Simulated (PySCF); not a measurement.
Saddle point of CH7ClSi, closed shell (CH₅ClSi ([CH3][SiH2][Cl]) + H₂ → CH₆Si ([CH3][SiH3]) + HCl; bonds formed: Si1–H7, Cl2–H6; bonds broken: Si1–Cl2, H6–H7), PBE0-D4/def2-TZVP structure:

```
atom    x (Å)    y (Å)    z (Å)
 Si1  -0.1789  -0.6002   0.3153
 Cl2   2.0125  -0.5480  -0.9588
  H3  -0.3057  -1.9705  -0.2117
  H4  -0.9674  -0.6087   1.5924
  C5  -0.7262   0.9097  -0.6047
  H6   1.5759  -0.4387   0.7327
  H7   1.0798  -0.4116   1.4694
  H8  -0.1709   1.7785  -0.2434
  H9  -1.7901   1.0817  -0.4206
 H10  -0.5289   0.8076  -1.6706
```

Energies are electronic, without zero-point energy. Barriers and step energies count from the start structure reached by relaxing down the imaginary mode; all methods use the PBE0-D4 structures, on which another method's saddle can fall below an end. Computed with PySCF 2.14 with density fitting (its default auxiliary sets; JK sets also for MP2 and CCSD(T)) (basis: def2-TZVPP, with def2-QZVPP for the basis limit); correlated methods freeze the cores. B3LYP uses VWN-RPA correlation. Extrapolation: Hartree–Fock as exp(−7.88 √X), correlation as X^−2.97.

```tsv
method	barrier (kcal/mol)	step energy (kcal/mol)
SPW92	39.40	15.29
PBE-D4	46.69	17.36
r2SCAN-D4	50.19	18.96
PBE0-D4	50.14	17.59
B3LYP-D4	?	17.57
BHLYP-D4	56.84	17.89
wB97M-V	?	18.48
HF	?	17.51
MP2	56.17	19.22
CCSD	57.94	16.54
CCSD(T)	56.22	16.92
```

(1) Fill in the withheld barriers. (An estimate is asked for; the value comes from the calculation.)

No T1 diagnostic of these runs exceeds 0.011.

Answers

(1) The calculation gives: wB97M-V 54.07; B3LYP-D4 52.92; HF 66.92 kcal/mol. Each is the energy of the saddle less that of the start structure, by the same method.

For comparison, the barrier by CCSD(T) at an estimated basis limit (MP2 extrapolated from triple and quadruple zeta, plus CCSD(T) − MP2 in triple zeta) is 54.75 kcal/mol.

Labels in which every atom is bracketed show which atoms are joined, not bond orders.

For scale, one of the runs: CCSD(T)/def2-TZVPP, 213 basis functions, launched by `OMP_NUM_THREADS=4 python run.py`. Hardware: 4 CPU threads of an Arm Neoverse V2, shared host. Wall time 6.6 min; peak host memory 2.7 GiB.
